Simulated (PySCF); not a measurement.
thiirane: removing and adding an electron

System: thiirane, `C1CS1` (C2H4S). Non-hydrogen atoms are numbered in `[CH2:1]1[CH2:2][S:3]1`. These are map numbers, not IUPAC locants.

Energies: ωB97X-D3(BJ)/ma-def2-TZVP (PySCF, density fitting, integration grid level 2) on PBE0-D3(BJ)/ma-def2-SVP structures. The prefix ma- adds one diffuse s and one diffuse p function on all atoms but H. Zero-point and thermal terms (298.15 K, 1 bar) come from unscaled PBE0-D3(BJ)/ma-def2-SVP harmonic frequencies, with soft modes damped to free rotors in the entropy.

Frontier levels of the parent: HOMO -9.04 eV, LUMO 1.31 eV.

Oxidation to the radical cation:
| Quantity | Value |
| --- | --- |
| Vertical ionisation energy (electronic) | 9.09 eV |
| Adiabatic ionisation energy (with zero-point energy) | 9.02 eV |
| Adiabatic, electronic part | 9.05 eV |
| Vertical gap at the product's structure | 9.00 eV |
| Inner reorganisation energy (four-point) | 92 meV |
| Relaxation of product / of parent | 38 / 53 meV |
| ⟨S²⟩ of the product | 0.755 |
| Largest spin populations | S3 0.98 |
| Largest changes of atomic charge | S3 0.67 |
| Distances that move most (Å) | C1–C2 1.479 → 1.468; C2–S3 1.811 → 1.817; C1–S3 1.811 → 1.817 |

Vertical electron affinity to the radical anion: -1.16 eV. The extra electron is not bound at this structure, the number hangs on the basis, and the ion was not relaxed.

Measured values (NIST Chemistry WebBook, evaluated or the median of agreeing entries): vertical ionisation energy 9.05 eV (computed 9.09, difference 0.04); adiabatic ionisation energy 9.02 eV (computed 9.02, difference 0.00).

Hardware: 1 thread of Arm Neoverse V1, shared with other jobs. Command: `OMP_NUM_THREADS=1 python redox_run.py task.json out`. Structures, frequencies and single points: 2.6 min.
